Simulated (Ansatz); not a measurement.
# C2H3F (SMILES C=CF): single points off equilibrium

One table from this session's results is given with a row withheld; the runs are named, their logs left out.

Computed with Ansatz 0.2.0, Gaussian basis. Level: single points in def2-TZVPP.

Cores are frozen in the correlated methods.

### The system as given

SMILES `C=CF`, 6 atoms, charge 0, spin multiplicity 1.

Atoms are counted from 1 here; the program's logs count them from 0.

Bond lengths: C1–C2 1.260 Å, C1–H4 1.173 Å, C1–H5 1.073 Å, C2–F3 1.373 Å, C2–H6 1.207 Å. Angles: C2–C1–H4 120.8°, C2–C1–H5 121.1°, H4–C1–H5 118.0°, C1–C2–F3 121.2°, C1–C2–H6 131.0°, F3–C2–H6 106.6°.

Geometry (Å):

```mol
C2H3F
  3D, bonds by distance, orders not assigned

  6  5  0  0  0  0  0  0  0  0999 V2000
   -0.5408    0.0442   -0.4500 C   0  0
    0.5095   -0.0171    0.2442 C   0  0
    1.0195   -1.2228    0.6577 F   0  0
   -1.1094   -0.9318   -0.7648 H   0  0
   -0.9806    0.9880   -0.7078 H   0  0
    1.1075    0.8368    0.8519 H   0  0
  1  2  8  0
  1  4  8  0
  1  5  8  0
  2  3  8  0
  2  6  8  0
M  END
```

The first run:

File run/in.yaml:

```yaml
crystal:
  periodic: [false, false, false]
  atoms:
    - {symbol: C, position_ang: [-0.540800, 0.044200, -0.450000]}
    - {symbol: C, position_ang: [0.509500, -0.017100, 0.244200]}
    - {symbol: F, position_ang: [1.019500, -1.222800, 0.657700]}
    - {symbol: H, position_ang: [-1.109400, -0.931800, -0.764800]}
    - {symbol: H, position_ang: [-0.980600, 0.988000, -0.707800]}
    - {symbol: H, position_ang: [1.107500, 0.836800, 0.851900]}
basis:
  gaussian: {orbitals: def2-TZVPP}
correlation: {method: ccsd_t}
output: {forces: true}
```

No record of the launch command was kept for these runs.

Steps of the session up to this table: CCSD(T)/def2-TZVPP; PBE0-D4/def2-TZVPP; wB97M-V/def2-TZVPP; r2SCAN-D4/def2-TZVPP; PBE-D4/def2-TZVPP; r2SCANh-D4/def2-TZVPP; BLYP-D4/def2-TZVPP.

One table of the session follows, with a row left open; its other results are not shown here.

| method | RMS force component (eV/Å) | angle to CCSD(T) forces (°) | dipole (D) |
| --- | --- | --- | --- |
| CCSD(T) | 2.501 | reference | 1.59 |
| PBE0-D4 | 2.276 | 4.1 | 1.56 |
| wB97M-V | 2.256 | 3.7 | 1.57 |
| r2SCAN-D4 | 2.262 | 2.6 | 1.50 |
| PBE-D4 | ? | ? | ? |
| r2SCANh-D4 | 2.266 | 3.8 | 1.54 |
| BLYP-D4 | 2.248 | 5.6 | 1.46 |

**Question.** Estimate the row for PBE-D4.

The run gave: RMS force component (eV/Å): 2.267; angle to CCSD(T) forces (°): 3.1; dipole (D): 1.42. In the column «RMS force component (eV/Å)» it lies between r2SCANh-D4 (2.266) and PBE0-D4 (2.276).
